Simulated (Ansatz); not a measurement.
# Si2H6O (disiloxane): a two-point extrapolation

The species is Si2H6O (9 atoms), meant as a singlet with charge 0. SMILES: `[SiH3]O[SiH3]`. The coordinates come from a PBE0-D4/def2-TZVP relaxation.

MP2 energies, 11 core orbitals frozen (Ansatz 0.2.0):

```
      basis  X  functions  Hartree–Fock (Eh)  correlation (Eh)
cc-pV(D+d)Z  2         90        -656.308794         -0.388622
cc-pV(T+d)Z  3        192        -656.373438         -0.490817
cc-pV(Q+d)Z  4        363        -656.388474         -0.528722
```

The +d sets add a tight d function on Al to Ar only. The correlation energy converges as X⁻³, the Hartree–Fock energy about exponentially.

Q: Extrapolate to the complete basis.

A: 
1. Correlation: E(∞) = (4³ E(4) − 3³ E(3))/(4³ − 3³) = (64 × (-0.528722) − 27 × (-0.490817))/37 = -0.556382 Eh.
2. Hartree–Fock: successive steps shrink by 0.233; summing the geometric tail gives -656.388474 + (-0.015036) × 0.233/(1 − 0.233) = -656.393031 Eh.
3. Total: -656.393031 + (-0.556382) = -656.949413 Eh.
4. cc-pV(Q+d)Z holds 95.0 % of the extrapolated correlation energy, cc-pV(T+d)Z 88.2 %.

This is an estimate of the method's limit, not an exact energy.
